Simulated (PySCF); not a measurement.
Molecule: SMILES [SiH3]O[SiH3], H6OSi2.

Structure with atom numbers: `[SiH3:1][O:2][SiH3:3]` (H(Xn): hydrogen on atom n).

Geometry PBE0-D3(BJ)/def2-SVP throughout; GIAO in PySCF 2.14, gas phase, one conformer, non-relativistic; equivalent atoms averaged; basis pcSseg-2.

(1) How do the shifts δ (against TMS, H2O at the same level) depend on the functional? (ppm; last column core-seconds on shared hosts with different chips, so compare them loosely; the GGAs took longer than the global hybrids here, which isn't the general rule, and the cause wasn't traced)

(2) Which nucleus moves most, in ppm?

Results:

(1) 
```
functional                    kind  Si1/Si3    O2  H(Si1)/H(Si3)  core-s
        HF            Hartree–Fock    -46.8  -8.4           4.55     7.3
       LDA                     LDA    -34.7  11.9           5.53      14
       PBE                     GGA    -39.7  10.1           5.28      18
      BLYP                     GGA    -48.1  13.4           5.16      18
      BP86                     GGA    -40.3   8.7           5.26      17
      OPBE                     GGA    -34.2   5.6           5.17      19
       KT2                     GGA    -35.7   3.8           5.23      19
       KT3                     GGA    -39.8   4.9           5.00      19
     B97-D                     GGA    -44.7   7.1           5.06      19
     B3LYP           global hybrid    -46.2   7.4           5.00      13
      PBE0           global hybrid    -39.3   3.4           5.06      10
  mPW1PW91           global hybrid    -39.6   2.8           5.02      13
      WP04           global hybrid    -49.8   0.3           4.32      11
     B97-2           global hybrid    -41.4   2.3           4.95      11
 BHandHLYP           global hybrid    -45.9   1.3           4.78      11
 CAM-B3LYP  range-separated hybrid    -44.4   6.6           4.97      17
   wB97X-D  range-separated hybrid    -40.9   2.0           4.99      16
   LC-wPBE  range-separated hybrid    -35.9   0.7           4.92      22
```

(2) O2 (oxygen bonded to 2 Si): from -8.4 ppm with HF to 13.4 ppm with BLYP. The smallest spread is 1.21 ppm, at H(Si1)/H(Si3).
